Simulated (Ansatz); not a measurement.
# Si₂ (quintet): from Hartree-Fock to the top rungs, def2-TZVPP

The task here is to estimate one member of a computed series from the others.

Computed with Ansatz 0.2.0, Gaussian basis. Level: def2-TZVPP, core rule «outside noble gas», up to 10 orbitals frozen.

The runs, in order: UHF; ROHF; CCSD(T) on UHF.

## What is computed

The geometry is a PBE0/def2-TZVP stationary point (not a proven minimum) of the parent state, kept for this charge and spin.

2 atoms, charge 0, spin multiplicity 5.

Atoms are counted from 1 here; the program's logs count them from 0.

Bond lengths: Si1–Si2 2.273 Å.

The first run:

Input file in.yaml:

```yaml
crystal:
  periodic: [false, false, false]
  atoms:
    - {symbol: Si, position_ang: [0.000000, 0.000000, 0.000000]}
    - {symbol: Si, position_ang: [0.000000, 0.000000, 2.272600]}
basis:
  gaussian: {orbitals: def2-TZVPP}
magnetization: {spin_polarized: true, initial_magnetization: 4}
hamiltonian: {xc: hf}
output: {orbitals: {seedname: orbitals}}
```

On the command line:

```sh
$ ansatz run in.yaml --threads 1 --pin off --events-out ev --progress --plain --max-ram 2816MiB --backend cpu
```

Among the steps run: UHF; ROHF; CCSD(T) on UHF.

One of the session's tables, all rows but one given; the rest of the session is left out.

| method | from UCCSD(T) (kJ/mol) |
| --- | --- |
| ROHF | ? |
| UHF | +481.6 |
| UMP2 | +101.8 |
| UCCSD | +27.5 |
| UCCSD(T) | 0 |

**Question.** Estimate the row for ROHF.

**Answer.** from UCCSD(T) (kJ/mol): +490.2. In the column «from UCCSD(T) (kJ/mol)» it is the highest.
